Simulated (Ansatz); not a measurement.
`F[SiH]` + CH₃SH → `CS[SiH]` + H–F at 298.15 K and 1 bar (ligand exchange at the Si–F bond).

Isolated molecules relaxed with PBE0-D4/def2-TZVP in Ansatz; ΔE leaves out vibrations. CCSD(T)/CBS adds triple-zeta CCSD(T) − MP2 to the extrapolated MP2 energy (def2 sets, frozen cores). This one scheme is used for every species.

```
  species  CCSD(T)/CBS energy (Eh)  H − E (kJ/mol)  S (J/(mol·K))
 `F[SiH]`               -389.46371            32.3          239.1
    CH₃SH               -438.22835           133.0          253.2
`CS[SiH]`               -727.28803           137.5          296.3
      H–F               -100.39570            33.5          173.6
```

H − E and S are ideal-gas, rigid-rotor, harmonic terms from PBE0-D4/def2-TZVP. 1 Eh = 2625.50 kJ/mol, R = 8.31446 J/(mol·K).

Q: By hand: ΔE, ΔH, ΔS and ΔG.

A: ΔE = (-727.28803) + (-100.39570) − (-389.46371) − (-438.22835) = 0.00833 Eh = 21.9 kJ/mol. Δ(H − E) = 137.5 + 33.5 − 32.3 − 133.0 = 5.7, so ΔH = 27.6 kJ/mol. ΔS = 296.3 + 173.6 − 239.1 − 253.2 = -22.4 J/(mol·K). ΔG = 27.6 − 298.15 × (-22.4)/1000 = 34.3 kJ/mol.

Q: By hand: the equilibrium constant, and the temperature at which ΔG would vanish if ΔH and ΔS stayed fixed.

A: log₁₀ K = −ΔG/(RT ln 10) = -6.0. ΔH and −TΔS have one sign here, so there is no such temperature.

ΔH outweighs TΔS. A doubt of 5 kJ/mol in ΔE shifts log₁₀ K by 0.9 here. These are equilibria of isolated gas molecules and say nothing of rates. Largest T1 diagnostic: 0.016 (customary marks: 0.02 for closed shells, 0.045 for open ones).
